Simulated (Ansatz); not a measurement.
# C₃H₅ClO: one species, many methods

An exercise on one series of results from a longer session: the logs are not shown, and one member is left open.

Computed with Ansatz 0.2.0, Gaussian basis. Level: functionals in def2-TZVPP, the program's frozen cores in correlated methods.

The runs, in order: LDA (SPW92), PBE-D4, revPBE-D4, BLYP-D4, r2SCAN-D4, B97M-V, PBE0-D4, B3LYP-D4, r2SCANh-D4, r2SCAN0-D4, HSE06-D4, BHLYP-D4, CAM-B3LYP-D4, LC-ωPBE, ωB97X-V, ωB97M-V, B2PLYP, PBE-QIDH; CCSD(T)/def2-SVP; CCSD(T)/def2-TZVPP; MP2/def2-QZVPP; extrapolation to the limit; RPA on PBE.

### The geometry

All runs share one geometry, relaxed beforehand with PBE0-D4 in a triple-zeta def2 set.

10 atoms, charge 0, spin multiplicity 1.

Atoms are counted from 1 here; the program's logs count them from 0.

Bond lengths: C1–C2 1.322 Å, C1–H6 1.083 Å, C1–H7 1.083 Å, C2–C3 1.496 Å, C2–H8 1.088 Å, C3–O4 1.380 Å, C3–Cl5 1.811 Å, C3–H9 1.091 Å, O4–H10 0.964 Å. Angles: C2–C1–H6 121.5°, C2–C1–H7 120.6°, H6–C1–H7 117.8°, C1–C2–C3 127.6°, C1–C2–H8 120.4°, C3–C2–H8 112.0°, C2–C3–O4 111.9°, C2–C3–Cl5 112.0°, C2–C3–H9 111.0°, O4–C3–Cl5 111.0°, O4–C3–H9 106.3°, Cl5–C3–H9 104.1°, C3–O4–H10 108.3°.

Set-up of the first run:

in.yaml

```yaml
crystal:
  periodic: [false, false, false]
  atoms:
    - {symbol: C, position_ang: [-1.015368, -0.692538, -0.974354]}
    - {symbol: C, position_ang: [-0.346917, -0.556285, 0.158508]}
    - {symbol: C, position_ang: [0.369706, 0.659052, 0.656098]}
    - {symbol: O, position_ang: [1.691753, 0.393122, 0.951455]}
    - {symbol: Cl, position_ang: [0.227415, 2.049876, -0.495566]}
    - {symbol: H, position_ang: [-1.121999, 0.129588, -1.671642]}
    - {symbol: H, position_ang: [-1.479453, -1.637254, -1.231133]}
    - {symbol: H, position_ang: [-0.254055, -1.394013, 0.846837]}
    - {symbol: H, position_ang: [-0.081591, 1.029276, 1.577328]}
    - {symbol: H, position_ang: [2.093511, -0.032025, 0.185470]}
basis:
  gaussian: {orbitals: def2-TZVPP}
hamiltonian: {xc: lda}
output: {orbitals: {seedname: orbitals}}
```

Run with:

```
ansatz run in.yaml --threads 4 --pin off --events-out ev --progress --plain --max-ram 10444MiB
```

Among the steps run: LDA; PBE-D4 (GGA); revPBE-D4 (GGA); BLYP-D4 (GGA); r2SCAN-D4 (meta-GGA); B97M-V (meta-GGA); PBE0-D4 (hybrid); B3LYP-D4 (hybrid); r2SCANh-D4 (hybrid); r2SCAN0-D4 (hybrid); HSE06-D4 (hybrid); BHLYP-D4 (hybrid); CAM-B3LYP-D4 (range-separated); LC-ωPBE (range-separated); ωB97X-V (range-separated); ωB97M-V (range-separated); B2PLYP (double hybrid); PBE-QIDH (double hybrid).

One table of the session follows, with a row left open; its other results are not shown here.

It belongs to the step «Orbital energies across the functionals». 

```
  functional  HOMO (eV)  gap (eV)
 LDA (SPW92)      -7.00      5.27
      PBE-D4      -6.82      5.35
   revPBE-D4      -6.75      5.38
     BLYP-D4      -6.67      5.33
   r2SCAN-D4      -7.11      5.88
      B97M-V      -7.15      5.97
     PBE0-D4      -8.13      7.69
    B3LYP-D4      -7.88      7.19
  r2SCANh-D4      -7.60      6.74
  r2SCAN0-D4          ?         ?
    HSE06-D4      -7.72      6.90
    BHLYP-D4      -9.18      9.84
CAM-B3LYP-D4      -9.49     10.18
     LC-ωPBE     -10.91     12.82
     ωB97X-V     -10.51     12.32
     ωB97M-V     -10.40     12.05
```

Q: Estimate the row for r2SCAN0-D4 from the others.

Worked estimate for «HOMO (eV)». Against the share of exact exchange, r2SCAN-D4 (0, -7.11), r2SCANh-D4 (0.1, -7.60) give a slope of -4.90 per unit share; at 0.25 the line stands at -8.33.

The run gave: HOMO (eV): -8.31; gap (eV): 8.00. In «HOMO (eV)» the line misses by -0.02.
